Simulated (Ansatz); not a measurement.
Species: hydrogen peroxide, H₂O₂, net charge 0, singlet state. 
Coordinates optimised at B3LYP-D3(BJ)/def2-TZVP (Ansatz, a first-principles code):
```
O
H 1 0.9680
O 1 1.4504 2 100.54
H 3 0.9680 1 100.54 2 115.91
```

Property: atomisation energy (electronic, to ground-state atoms), in eV. Correlated levels leave the core frozen unless marked. Open shells are spin-unrestricted. Spin-orbit coupling is left out. Non-relativistic. The coupled-cluster limit lacks core correlation, which all-electron functionals hold. CBS(X,Y): correlation extrapolated as X^-3; Hartree-Fock from the larger set.

```csv
level,program,atomisation energy (eV)
HF/STO-3G,Ansatz,5.91
```

### Question
What does CCSD(T)/CBS(def2-TZVPPD,def2-QZVPPD) (Ansatz) give?

### Answer
11.65 eV
